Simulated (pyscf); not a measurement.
## Cycloaddition: B–Cl [singlet] + H₂C=CH₂ → cyclic C₂H₄BCl (SMILES ClB1CC1)

Gas phase, singlet surface, charge 0. Bonds broken: none. Bonds formed: B1–C3, B1–C4. Structures and frequencies: ωB97X-D3(BJ)/def2-SVP in PySCF. MP2 and CC: frozen core, UHF for open shells. ΔMP2 is the change of the MP2 total energy from the triple- to the quadruple-zeta basis.

Transition state (Å):

```xyz
8

B      0.5210     0.5828     0.4032
Cl    -0.1773     0.6909     2.0167
C     -1.6258    -0.2778    -0.4606
C     -0.4898    -0.0609    -1.1881
H     -1.7990    -1.2262     0.0558
H     -2.3559     0.5190    -0.2934
H      0.1734    -0.8862    -1.4652
H     -0.3754     0.8331    -1.8089
```

One imaginary mode, 445i cm⁻¹; descent along it reached the two sides named.

| bond | change | reactant side (Å) | saddle | product side |
|---|---|---|---|---|
| B1–C3 | forms | 3.6 | 2.469 | 1.525 |
| B1–C4 | forms | 3.3 | 1.992 | 1.525 |

Electronic energies relative to the separated reactants (kJ/mol):

| level | barrier | reaction energy | reverse barrier |
|---|---|---|---|
| ωB97X-D3(BJ)/def2-TZVP | 25.9 | -253.5 | 279.4 |
| PBE/def2-TZVP | -8.7 | -258.1 | 249.4 |
| r²SCAN/def2-TZVP | -7.1 | -265.5 | 258.4 |
| B3LYP-D3(BJ)/def2-TZVP | 13.8 | -235.6 | 249.3 |
| PBE0-D3(BJ)/def2-TZVP | -2.1 | -273.4 | 271.3 |
| M06-2X/def2-TZVP | 20.4 | -250.7 | 271.1 |
| ωB97M-D3(BJ)/def2-TZVP | 32.5 | -234.2 | 266.7 |
| HF/def2-TZVP | 90.7 | -189.3 | 279.9 |
| MP2/def2-QZVPP | 15.7 | -253.8 | 269.5 |
| CCSD/def2-TZVPP | 42.8 | -211.6 | 254.5 |
| CCSD(T)/def2-TZVPP | 27.3 | -212.2 | 239.6 |
| CCSD(T)/def2-TZVPP + ΔMP2(QZVPP) | 24.8 | -215.5 | 240.3 |

With CCSD(T)/def2-TZVPP + ΔMP2(QZVPP) energies and thermal terms (ideal gas, 1 atm, RRHO with modes under 100 cm⁻¹ raised to 100, one conformer, R ln 2 for rigid chiral ones), in kJ/mol:

```csv
T (K),ΔH‡,ΔG‡,ΔH,ΔG
298,26.3,64.8,-209.7,-165.8
600,27.1,103.7,-207.9,-121.7
900,28.3,141.7,-204.6,-79.4
1200,29.6,179.3,-201.0,-38.2
```

At PBE, r²SCAN, PBE0-D3(BJ) this geometry lies under the reactants; that is no barrier but a single point on another level's saddle; such a level's own saddle, if it has one, lies nearer that side and is low. cyclic C₂H₄BCl (SMILES ClB1CC1) lies 54.5 kJ/mol over its isomer H₂C=CH–BH–Cl, and others may lie lower still (electronic energy, ωB97M-D3(BJ)). This is the saddle that the search found; another between the same sides may lie lower. One closed-shell reference is unstable to symmetry breaking; treat the single-reference values with care. The CCSD(T) − MP2 part came from Ansatz, without density fitting, on the same reference.
